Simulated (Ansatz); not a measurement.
`C=C(F)CCl` + H–F → `C=C(F)CF` + HCl at 700 K and 1 bar (substitution at a C–Cl bond).

Isolated molecules relaxed with PBE0-D4/def2-TZVP in Ansatz; ΔE leaves out vibrations. CBS: MP2 limit from def2 TZ/QZ plus the TZ coupled-cluster correction, frozen cores. This one scheme is used for every species. One conformer a species, not always the lowest.

```csv
species,CCSD(T)/CBS energy (Eh),H − E (kJ/mol),S (J/(mol·K))
`C=C(F)CCl`,-676.10502,230.8,409.3
H–F,-100.39570,45.2,198.5
`C=C(F)CF`,-316.10894,232.5,394.9
HCl,-460.38127,38.4,211.8
```

H − E and S are ideal-gas, rigid-rotor, harmonic terms from PBE0-D4/def2-TZVP, for one conformer and one mirror image of each species. 1 Eh = 2625.50 kJ/mol, R = 8.31446 J/(mol·K).

Problem. By hand: ΔE, ΔH, ΔS and ΔG.

Solution. ΔE = (-316.10894) + (-460.38127) − (-676.10502) − (-100.39570) = 0.01051 Eh = 27.6 kJ/mol. Δ(H − E) = 232.5 + 38.4 − 230.8 − 45.2 = -5.1, so ΔH = 22.5 kJ/mol. ΔS = 394.9 + 211.8 − 409.3 − 198.5 = -1.1 J/(mol·K). ΔG = 22.5 − 700 × (-1.1)/1000 = 23.3 kJ/mol.

Problem. By hand: the equilibrium constant, and the temperature at which ΔG would vanish if ΔH and ΔS stayed fixed.

Solution. log₁₀ K = −ΔG/(RT ln 10) = -1.7. ΔH and −TΔS have one sign here, so there is no such temperature.

The number of gas molecules stays the same, so ΔS is small and ΔH decides. A doubt of 5 kJ/mol in ΔE shifts log₁₀ K by 0.4 here. Other conformers and mirror images would add mixing entropy, several J/(mol·K) or more a flexible species. These are equilibria of isolated gas molecules and say nothing of rates. Largest T1 diagnostic: 0.012 (customary marks: 0.02 for closed shells, 0.045 for open ones).

ΔS is within the doubt of such terms, so its sign, and with it that verdict, could turn.
